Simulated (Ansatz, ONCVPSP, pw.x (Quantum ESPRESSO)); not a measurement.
**What a changed setting does to a pw.x run (diamond Si)**

Potential: optimised norm-conserving Vanderbilt (ONCV), ONCVPSP 4.0.1.1 (patched build), PBE; core [Ne], reference 3s2 3p2; waves: 3s: rc 1.85 bohr, ncon 4, nbas 8, qcut 4 1/bohr, 2 projectors, debl 0.8 Ha; 3p: rc 2.20 bohr, ncon 4, nbas 7, qcut 4 1/bohr, 2 projectors, debl 3.9 Ha; d scattering state at 0.16 Ha: rc 1.40 bohr, ncon 4, nbas 8, qcut 4.1 1/bohr, 2 projectors, debl 3.1 Ha; local part: polynomial inside 1.40 bohr (lpopt 5, dvloc0 3 Ha); core correction: Teter function, fcfact 4, rcfact 1.1.

The reference run (k-mesh 8³, cutoffs 55/220 Ry, Fermi–Dirac 0.01 Ry, mixing_beta 0.4, conv_thr 1e-9, no spin) gives 0.17 GPa at 20.463 Å³/atom, where all-electron LAPW gives -0.05 GPa. This run, with its own iteration cap, changes mixing_mode to TF.

```
&control
  calculation='scf', prefix='x', pseudo_dir='./', outdir='./tmp', tstress=.true., disk_io='none'
/
&system
  ibrav=0, nat=2, ntyp=1, ecutwfc=55, ecutrho=220, nbnd=11,
  occupations='smearing', smearing='fd', degauss=0.01
/
&electrons
  conv_thr=1e-09, mixing_beta=0.4, electron_maxstep=60, mixing_mode='TF'
/
ATOMIC_SPECIES
Si 1.0 Si.UPF
CELL_PARAMETERS angstrom
  0.00000000 2.73520428 2.73520428
  2.73520428 0.00000000 2.73520428
  2.73520428 2.73520428 0.00000000
ATOMIC_POSITIONS crystal
Si 0.0000 0.0000 0.0000
Si 0.2500 0.2500 0.2500
K_POINTS automatic
8 8 8 0 0 0
```

```bash
pw.x < Si.scf.in > Si.scf.out
```

Task: How does the run end?

Result: It converges in 8 iterations; the free energy moves by +0.0 meV/atom and the pressure by +0.00 GPa. The result is that of the reference run.

```
Message from routine setup:
     using ibrav=0 with symmetry is DISCOURAGED, use correct ibrav instead
     lattice parameter (alat)  =       7.3098  a.u.
     unit-cell volume          =     276.1823 (a.u.)^3
     number of electrons       =         8.00
     number of Kohn-Sham states=           11
     kinetic-energy cutoff     =      55.0000  Ry
     charge density cutoff     =     220.0000  Ry
     scf convergence threshold =      1.0E-09
     Exchange-correlation= PBE
     number of k points=    29  Fermi-Dirac smearing, width (Ry)=  0.0100
     iteration #  1     ecut=    55.00 Ry     beta= 0.40
     total energy              =     -16.43882808 Ry
     estimated scf accuracy    <       0.05442051 Ry
     iteration #  2     ecut=    55.00 Ry     beta= 0.40
     total energy              =     -16.43141295 Ry
     estimated scf accuracy    <       0.02756586 Ry
     iteration #  3     ecut=    55.00 Ry     beta= 0.40
     total energy              =     -16.43313167 Ry
     estimated scf accuracy    <       0.00063431 Ry
     iteration #  4     ecut=    55.00 Ry     beta= 0.40
     total energy              =     -16.43322702 Ry
     estimated scf accuracy    <       0.00005168 Ry
     iteration #  5     ecut=    55.00 Ry     beta= 0.40
     total energy              =     -16.43323569 Ry
     estimated scf accuracy    <       0.00000212 Ry
     iteration #  6     ecut=    55.00 Ry     beta= 0.40
     total energy              =     -16.43323687 Ry
     estimated scf accuracy    <       0.00000008 Ry
     iteration #  7     ecut=    55.00 Ry     beta= 0.40
     total energy              =     -16.43323690 Ry
     estimated scf accuracy    <          9.0E-09 Ry
     iteration #  8     ecut=    55.00 Ry     beta= 0.40
     the Fermi energy is     6.2888 ev
!    total energy              =     -16.43323691 Ry
     estimated scf accuracy    <          3.6E-10 Ry
     smearing contrib. (-TS)   =      -0.00028055 Ry
     The total energy is F=E-TS. E is the sum of the following terms:
     one-electron contribution =       4.69421299 Ry
     hartree contribution      =       1.11425135 Ry
     xc contribution           =      -5.56656660 Ry
     ewald contribution        =     -16.67485410 Ry
     convergence has been achieved in   8 iterations
          total   stress  (Ry/bohr**3)                   (kbar)     P=        1.67
     Message from routine punch:
     Nothing written, as per user request (disk_io='none')
```

The run took about 18 s on one core of a shared host (Neoverse-N1, 64 threads, 124 GiB, load 59).
